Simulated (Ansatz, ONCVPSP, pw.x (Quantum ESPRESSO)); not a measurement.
## Si: one change to the ONCV potential, in the atom and in the diamond crystal

ONCVPSP 4.0.1.1 (patched build) input, shortened (lines: element, Z, core and valence counts, functional; n l f; lmax; l rc ep ncon nbas qcut; lloc lpopt rc5 dvloc0; l nproj debl; icmod fcfact rcfact), PBE, scalar-relativistic:

```
  Si 14.00    3    2        4      upf
    1    0    2.00
    2    0    2.00
    2    1    6.00
    3    0    2.00
    3    1    2.00
    2
    0    1.70    0.00    4    9    4.70
    1    2.15    0.00    4    9    3.70
    2    2.10    0.26    3    6    4.70
    4    3    1.70    1.00
    0    2    1.20
    1    1    0.80
    2    2    2.00
    2    0.40    0.95
```

Change: local potential polynomial inside 1.35 bohr (lpopt 1, dvloc0 0 Ha).

Cutoffs, loose and tight: the cutoffs (Ha) at which the residual kinetic energy of the hardest occupied pseudo-wave falls to 1 and 0.1 mHa per electron. They do not see the model core or the augmentation charge, which bear on the density cutoff. Test errors are all-electron minus pseudo excitation energies from the reference, over the configurations 3s2 3p1; 3s2 3p0; 3s1 3p0; 3s0 3p4; variants that change the core or the reference have their own tests.

Crystal test: diamond Si in pw.x 7.5, no spin, 8³ k-points, Fermi–Dirac smearing 0.01 Ry, cutoffs set for each file from its atomic test. The reference is all-electron LAPW (Ansatz 0.2.0) with the same functional, mesh and smearing; V0 and B0 come from Birch–Murnaghan fits to the pressures at five volumes. Errors are pseudo minus all-electron; Δ is the rms difference of the E(V) curves that follow from these fits, minima aligned, over ±6 % about the mean V0. Mesh and smearing are coarse, so the numbers serve the comparison and aren't converged zero-temperature values; the lattice is a test structure that the element need not adopt.

All-electron: a0 = 5.469 Å (V0 = 20.45 Å³/atom), B0 = 88.5 GPa.

**Question.** Does the change bring the crystal closer to the all-electron result?

**Answer.** The mean pressure error goes from -0.43 to -0.56 GPa, so the change moves the solid further from the all-electron pressures.

```csv
quantity,base,changed
outcome (atom),generated,generated
"cutoff, loose (atom)",8.1 Ha,8.1 Ha
"cutoff, tight (atom)",10 Ha,10 Ha
bound ghosts (atom),none,none
largest test error (meV) (atom),+87,+87
cutoffs in pw.x (Ry),50/200,50/200
a0 (Å),5.461,5.458
a0 error (%),-0.16,-0.21
B0 error (%),-0.2,-0.0
Δ (meV/atom),1.9,2.5
mean pressure error (GPa),-0.43,-0.56
```

Base: The cutoffs count occupied waves only; projector 2 of the d channel, the hardest unoccupied one, needs 25 Ha at the loose tolerance. Changed file: The cutoffs count occupied waves only; projector 2 of the d channel, the hardest unoccupied one, needs 25 Ha at the loose tolerance.
